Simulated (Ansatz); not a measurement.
**Worked example: correlation energy of PH$_{4}$, doublet**

Geometry: a point of a stretch scan, not a stationary point.

```xyz
5

P     0.0463    0.0000   -0.0084
H     0.1400    0.0000   -1.2328
H    -0.8620    1.0782   -0.0084
H    -0.8620   -1.0782   -0.0084
H     0.1622    0.0000    1.5063
```

Basis 6-31G; Ansatz 0.2.0. Only valence electrons are correlated (noble-gas cores frozen), which leaves 9 electrons in 16 orbitals. R marks a restricted (for open shells ROHF) determinant, U an unrestricted one.

Full CI is exact within this basis and frozen core; it isn't the basis-set limit. The frozen core follows each run's orbitals, which can shift R against U totals by a few meV.

Runs differ by some tens of microhartree through their thresholds and, for an open shell, their frozen cores, so steps under 0.1 kcal/mol mean nothing.

```
    level  total energy (hartree)
      UHF             -342.831302
     UMP2             -342.897424
    UCCSD             -342.920578
 UCCSD(T)             -342.921541
   UCCSDT             -342.921863
UCCSDT(Q)             -342.921914
  UCCSDTQ             -342.921922
  full CI             -342.921922
```

What is the correlation energy at full CI, and what share of it do UMP2 and UCCSD(T) recover?

E(corr) = -342.921922 − (-342.831302) = -0.090620 hartree = -2.466 eV. UMP2: -0.066122 / -0.090620 = 72.97 %. UCCSD(T): -0.090239 / -0.090620 = 99.58 %.

By how many kcal/mol does UCCSD(T) miss full CI (1 hartree = 627.509 kcal/mol), and which steps make up the rest?

-342.921541 − (-342.921922) = 0.000381 hartree = 0.24 kcal/mol. Steps: UCCSDT − UCCSD(T) = -0.20, UCCSDT(Q) − UCCSDT = -0.03, UCCSDTQ − UCCSDT(Q) = -0.01, full CI − UCCSDTQ = 0.00 kcal/mol. That is within 1 kcal/mol of the reference in this basis, which itself misses far more of the correlation at the basis-set limit.
